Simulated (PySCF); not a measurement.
Gas-phase reaction: 4 CH2NH = CN + 3 N + 3 CH4

Computed with PySCF and rigid-rotor harmonic-oscillator thermochemistry at 1 bar. † marks an energy on the PBE0/def2-TZVP geometry and frequencies; other levels use their own. Open shells (unrestricted): CN (multiplicity 2), N (multiplicity 4); the rest are closed-shell singlets. B3LYP is the form with VWN-RPA correlation. CH2NH: computed as isolated molecules; such fragments, hydroxides, amides, oligomers or adducts are transient or little studied in the gas. The harmonic model lacks anharmonicity and excited electronic states, which grow with temperature; levels with a mode under 35 cm⁻¹ are left out.

```tsv
level	ΔE electronic, kJ	ΔH°(298 K), kJ	ΔS°(298 K), J/K	ΔG°(1000 K), kJ
B3LYP/def2-TZVP†	1347	1309	313	981
BLYP/def2-TZVP†	1396	1358	313	1030
M06-2X/def2-TZVP†	1328	1289	313	962
PBE/def2-SVP	1469	1435	312	1107
PBE/def2-TZVP†	1454	1416	313	1088
PBE0/def2-QZVP†	1357	1319	313	991
PBE0/def2-SVP†	1352	1314	313	986
PBE0/def2-TZVP	1346	1308	313	980
r2SCAN/def2-TZVP†	1282	1244	313	916
LDA/def2-TZVP†	1703	1664	313	1336
```
ΔH° is lowest at r2SCAN/def2-TZVP† and highest at LDA/def2-TZVP†. No reference value is set beside these.
